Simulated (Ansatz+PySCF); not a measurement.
**doublet CH₃O: levels of theory in one basis**

```xyz
5

H    -1.2308   -0.8893    0.1021
C    -0.6845    0.0277   -0.0665
O     0.6712   -0.1252    0.0235
H     1.0917    0.7351   -0.0683
H    -1.1232    0.9896    0.1774
```

Basis set: cc-pVTZ (spherical functions). Correlated methods keep 2 orbitals frozen. Correlation on ROHF uses semicanonical orbitals with singles. Charge 0, multiplicity 2.

Computed with Ansatz (development build ahead of 0.2.0) and PySCF 2.14.0; each method stands on the lowest determinant of its kind that the runs found.

| method | E − E(ROHF) (eV) | <S²> of the determinant |
| --- | --- | --- |
| ROHF | 0.00 | 0.75 |
| UHF | -0.12 | 0.76 |
| ROHF-MP2 | -10.83 | – |
| UHF-MP2 | -10.82 | 0.76 |
| ROHF-CCSD(T) | -11.71 | – |

Problem. What does UHF-CCSD give on the same scale?

Solution. -11.32 eV.
